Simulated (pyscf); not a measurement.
PySCF, gas phase, ωB97X-D3(BJ)/def2-SVP geometries.

For the elementary gas-phase step [O=SiH]• + H₂ -> O=SiH₂ + H• (doublet surface; H–H broken, H–Si formed), what barrier and reaction energy does ωB97M-D3(BJ)/def2-TZVP give, measured from the separated reactants?

ΔE‡ = 103.5 kJ/mol, ΔE = +85.9 kJ/mol. Zero-point energy shifts the barrier by -1.6 kJ/mol. It is a hydrogen abstraction, with an imaginary mode of 935i cm⁻¹. This is the saddle that the search found; another between the same sides may lie lower. The angle at the transferred H is 178°.
